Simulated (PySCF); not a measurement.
Geometries of 4 isomers of C4H6O, from PBE0-D3(BJ)/def2-SVP geometry optimisation, gas phase in PySCF. One conformer each, no zero-point energy, no frequencies.

Task: Which isomer lies lowest at this level?
A.
```xyz
11
angstrom
C      0.824   -0.847   -0.115
C      1.351    0.376   -0.218
O      0.475    1.398   -0.102
C     -0.822    0.829    0.122
C     -0.658   -0.705    0.108
H      1.370   -1.786   -0.184
H      2.386    0.677   -0.385
H     -1.197    1.208    1.085
H     -1.493    1.194   -0.671
H     -1.250   -1.179   -0.694
H     -0.987   -1.166    1.055
```
B.
```xyz
11
angstrom
C      1.623    0.131    0.236
C      0.216   -0.268    0.065
C     -0.687   -1.095   -0.406
C     -1.202    0.081    0.334
O     -1.839    1.150   -0.299
H      1.895    0.116    1.305
H      1.773    1.165   -0.111
H      2.310   -0.531   -0.311
H     -0.918   -1.999   -0.968
H     -1.636   -0.014    1.341
H     -1.511    1.189   -1.205
```
C.
```xyz
11
angstrom
O      0.558    1.909   -0.144
C      0.157    0.639   -0.548
C      1.021   -0.558   -0.206
C      0.021   -1.204    0.416
C     -0.981   -0.088    0.248
H      0.866    1.843    0.767
H     -0.077    0.717   -1.623
H      2.062   -0.805   -0.430
H     -0.066   -2.204    0.851
H     -1.906   -0.321   -0.307
H     -1.255    0.447    1.172
```
D.
```xyz
11
angstrom
O     -1.912    0.697   -0.595
C     -1.110   -0.311   -0.038
C      0.342   -0.186   -0.440
C      1.316    0.633    0.368
C      1.457   -0.655    0.448
H     -1.526    1.543   -0.342
H     -1.174   -0.338    1.070
H     -1.520   -1.266   -0.407
H      0.478   -0.230   -1.535
H      1.654    1.629    0.640
H      1.995   -1.518    0.832
```

Result: A. That is 2,3-dihydrofuran, `C1C=COC1`, 20.0 kcal/mol below the next.

```json
{"SMILES": "C1=COCC1", "atoms numbered as above": "[CH:1]1=[CH:2][O:3][CH2:4][CH2:5]1", "E (Eh)": "-230.79311", "relative (kcal/mol)": "0.0", "relative (kJ/mol)": "0.0", "dipole (D)": "1.11"}
{"SMILES": "O[C@H]1C=CC1", "atoms numbered as above": "[OH:1][C@H:2]1[CH:3]=[CH:4][CH2:5]1", "E (Eh)": "-230.76130", "relative (kcal/mol)": "20.0", "relative (kJ/mol)": "83.5", "dipole (D)": "1.51"}
{"SMILES": "CC1=C[C@@H]1O", "atoms numbered as above": "[CH3:1][C:2]1=[CH:3][C@@H:4]1[OH:5]", "E (Eh)": "-230.73749", "relative (kcal/mol)": "34.9", "relative (kJ/mol)": "146.0", "dipole (D)": "2.28"}
{"SMILES": "OCC1C=C1", "atoms numbered as above": "[OH:1][CH2:2][CH:3]1[CH:4]=[CH:5]1", "E (Eh)": "-230.71915", "relative (kcal/mol)": "46.4", "relative (kJ/mol)": "194.2", "dipole (D)": "2.14"}
```

As drawn, the highest has a three-membered ring and an O–H bond, which the lowest lacks.
